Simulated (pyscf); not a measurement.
This saddle point was located with ωB97X-D3(BJ)/def2-SVP in PySCF.

```xyz
5

Ag    -0.1932     0.2460     0.4248
O     -1.8776    -0.9217     1.1364
H     -1.7923    -1.8762     1.2666
H     -1.7938    -0.0498    -0.9730
H     -2.0182    -0.5271    -0.1809
```
Charge 0, spin multiplicity 1.

Surface: singlet, charge 0. Lowest wavenumbers (cm⁻¹): 1072i, 352, 462, 584, 657.

### Question
Name the species on either side of this saddle.

### Answer
HO–Ag + hydrogen (H₂) ⇌ AgH + water (H₂O), a four-centre exchange read from left to right: Ag–O, H–H broken and Ag–H, H–O formed. At ωB97M-D3(BJ)/def2-TZVP it lies +46.8 kJ/mol from the left side and +112.3 kJ/mol from the right (each side as separated species at their lowest minima found). On the product side the descent ends in a bound adduct (not fully relaxed), 43.3 kJ/mol under the separated species and 147.1 kJ/mol under the saddle at ωB97X-D3(BJ)/def2-TZVP. The reactants may also form a dative adduct at HO–Ag; it and routes through it were not searched. At the saddle there is also a short Ag–H contact that neither side keeps. This is the saddle that the search found; another between the same sides may lie lower. Elements past Kr carry the def2 core potentials, without spin-orbit coupling.
